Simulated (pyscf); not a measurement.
H₂N–Si(Cl)(Cl)–Cl + ammonia (NH₃) → H₂N–Si(NH₂)(Cl)–Cl + hydrogen chloride (HCl) (four-centre exchange; singlet surface; Cl–Si, H–N broken, N–Si, Cl–H formed). Structures and frequencies: ωB97X-D3(BJ)/def2-SVP in PySCF. Energies in kcal/mol from the separated reactants.

| level | barrier | reaction energy |
|---|---|---|
| ωB97X-D3(BJ)/def2-TZVP | 19.1 | +6.4 |
| PBE/def2-TZVP | 17.7 | +6.0 |
| r²SCAN/def2-TZVP | 17.7 | +5.4 |
| M06-2X/def2-TZVP | ? | ? |
| ωB97M-D3(BJ)/def2-TZVP | ? | +4.7 |
| HF/def2-TZVP | 31.6 | +3.6 |

Q: What belongs in the gaps?

A: 
- M06-2X/def2-TZVP, barrier: 18.4
- M06-2X/def2-TZVP, reaction energy: +3.9
- ωB97M-D3(BJ)/def2-TZVP, barrier: 18.7

The functionals in the table span 1.5 kcal/mol in this barrier, from r²SCAN to ωB97X-D3(BJ). On the reactant side the descent ends in an adduct with a N–Si contact (not fully relaxed), 8.9 kcal/mol over the separated species and 10.2 kcal/mol under the saddle at ωB97X-D3(BJ)/def2-TZVP. What is counted as formed (N–Si) is already present as a longer contact in the reactant adduct; forming that adduct is a step of its own. One saddle was located; it need not be the lowest between these sides.
